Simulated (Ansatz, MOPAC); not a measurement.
Gas-phase reaction in SMILES: C1CC1N + 4 [H][H] (H2) → 3 C (CH4) + N (NH3)

Wanted: energy of full hydrogenation (enthalpy at 298 K), in kcal/mol. Terms: dispersion terms only where a functional's name holds one; 6-311+G** with 5d; no spin-orbit coupling; non-relativistic. Ab initio and DFT rows: single points at B3LYP-D3(BJ) geometries (Ansatz, a first-principles code), with unscaled harmonic terms from B3LYP/6-31G* at its own minima. Semi-empirical rows: MOPAC heats of formation at their own minima for 298 K.

```
species      coefficient  E at B3LYP/6-311+G** (Ansatz), Eh  E at B3LYP/def2-TZVPD (Ansatz), Eh  H(298 K) - E, kcal/mol  heat of formation at AM1 (MOPAC), kcal/mol
-----------  -----------  ---------------------------------  ----------------------------------  ----------------------  ------------------------------------------
NC1CC1                -1                         -173.30021                          -173.31810                   65.59                                       20.45
[H][H] (H2)           -4                           -1.17957                            -1.17969                    8.44                                       -5.18
C (CH4)               +3                          -40.53392                           -40.53767                   30.76                                       -8.79
N (NH3)               +1                          -56.58261                           -56.58780                   24.05                                       -7.29
```

Measured values: Active Thermochemical Tables 1.112 (ions: stationary electron), as tabulated in the package chemicals; CRC Handbook, as tabulated in the package chemicals; they hold spin-orbit and core effects, anharmonicity and other conformers.  Value to compare with, the measured value: -82.7 kcal/mol. 1 Eh = 627.5095 kcal/mol.

**Question.** Work the quantity out at each level, and compare with the measured value.

**Answer.** 
- B3LYP/6-311+G**: the sum of coefficient times E is -0.16588 Eh, or -104.09 kcal/mol; the thermal terms add 16.98. Result: -87.1 kcal/mol. Its error against the measured value is -4.4 kcal/mol.
- B3LYP/def2-TZVPD: the sum of coefficient times E is -0.16395 Eh, or -102.88 kcal/mol; the thermal terms add 16.98. Result: -85.9 kcal/mol. Its error against the measured value is -3.2 kcal/mol.
- AM1: the sum of coefficient times heat of formation is -33.39 kcal/mol; it needs no thermal term. Its error against the measured value is 49.3 kcal/mol.
